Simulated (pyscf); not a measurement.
# Addition across a multiple bond or ene-type step: O=Sn=O + H₃C–OH → H₃C–O–Sn(=O)–OH

Gas phase, singlet surface, charge 0. Bonds broken: O5–H9. Bonds formed: Sn2–O5, O3–H9. Optimised with ωB97X-D3(BJ)/def2-SVP in PySCF.

Transition state (Å):

```xyz
9

O      2.6069     0.1161    -0.4627
Sn     1.0145     0.9096    -0.0742
O     -0.4833     2.0448     0.0644
C     -1.3038    -1.2371     0.9550
O     -0.5486    -0.0508     1.1106
H     -0.6448    -2.1099     1.0804
H     -1.7807    -1.2926    -0.0403
H     -2.0902    -1.2813     1.7256
H     -0.9462     0.9785     0.7486
```

One imaginary mode, 1155i cm⁻¹; descent along it reached the two sides named, in the forms told below.

| bond | change | reactant side (Å) | saddle | product side |
|---|---|---|---|---|
| O5–H9 | breaks | 0.966 | 1.161 | 2.8 |
| Sn2–O5 | forms | 2.302 | 2.184 | 1.961 |
| O3–H9 | forms | 3.2 | 1.349 | 0.969 |

Electronic energies relative to the separated reactants (kcal/mol):

| level | barrier | reaction energy | reverse barrier |
|---|---|---|---|
| ωB97X-D3(BJ)/def2-TZVP | -13.2 | -49.1 | 35.8 |
| PBE/def2-TZVP | -10.9 | -37.0 | 26.1 |
| r²SCAN/def2-TZVP | -13.1 | -43.1 | 29.9 |
| B3LYP-D3(BJ)/def2-TZVP | -10.9 | -42.5 | 31.6 |
| PBE0-D3(BJ)/def2-TZVP | -13.2 | -44.9 | 31.8 |
| M06-2X/def2-TZVP | -15.1 | -51.6 | 36.5 |
| ωB97M-D3(BJ)/def2-TZVP | -11.5 | -46.0 | 34.5 |
| HF/def2-TZVP | -4.1 | -53.3 | 49.2 |

With ωB97M-D3(BJ)/def2-TZVP energies and thermal terms (ideal gas, 1 atm, RRHO with modes under 100 cm⁻¹ raised to 100, one conformer, R ln 2 for chiral ones without a mode under 150 cm⁻¹), in kcal/mol:

```tsv
T (K)	ΔH‡	ΔG‡	ΔH	ΔG
298	-13.3	-3.5	-45.3	-36.4
600	-13.2	6.3	-44.4	-27.7
900	-12.8	16.0	-43.5	-19.6
1200	-12.3	25.5	-42.6	-11.8
```

On the reactant side the descent ends in an adduct with a O–Sn contact, 21.8 kcal/mol under the separated species and 8.6 kcal/mol under the saddle at ωB97X-D3(BJ)/def2-TZVP. At ωB97X-D3(BJ)/def2-TZVP, PBE, r²SCAN, B3LYP-D3(BJ), PBE0-D3(BJ), M06-2X, ωB97M-D3(BJ)/def2-TZVP, HF the saddle lies under the separated reactants, which points to a path from their complex (located at ωB97X-D3(BJ) alone). What is counted as formed (O–Sn) is already present as a longer contact in the reactant adduct; forming that adduct is a step of its own. This is the saddle that the search found; another between the same sides may lie lower. Elements past Kr carry the def2 core potentials, without spin-orbit coupling.
